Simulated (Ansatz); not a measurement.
Geometry optimisation, UKS r2SCAN-D4/6-31G* (Ansatz).

Input:

```yaml
crystal:
  periodic: [false, false, false]
  atoms:
    - { symbol: Cl, position_ang: [0.5093, 2.2224, 0.5115] }
    - { symbol: Mg, position_ang: [-0.0114, -0.0091, -0.0043] }
    - { symbol: Cl, position_ang: [-0.5089, -2.2781, -0.5204] }
magnetization:
  spin_polarized: true
basis:
  gaussian: { orbitals: "6-31G*" }
hamiltonian:
  xc: r2scan
  dispersion: d4
relax:
  f_tol: 0.02
  max_steps: 40
```

Run as:

```bash
$ ansatz run input.yaml --threads 1 --pin off --max-ram 2048MiB --backend cpu --events-out ev --progress --plain --runs-dir out
```

Q: Where does it end, and by what steps?

A: The forces met the threshold. After 3 steps the energy has fallen by 0.324 eV; Cl3 moved furthest, 0.18 Å.

| step | energy less start (eV) | largest force component (eV/Å) | accepted |
| --- | --- | --- | --- |
| 0 | 0.0000 | 1.653 | yes |
| 1 | -0.3195 | 0.258 | yes |
| 2 | -0.3243 | 0.033 | yes |
| 3 | -0.3244 | 0.004 | yes |

```xyz
3
Properties=species:S:1:pos:R:3
Cl 0.469 2.061 0.474
Mg -0.007 -0.021 -0.005
Cl -0.473 -2.106 -0.482
```

Time of the run: 28 s on 1 CPU thread of a shared host.
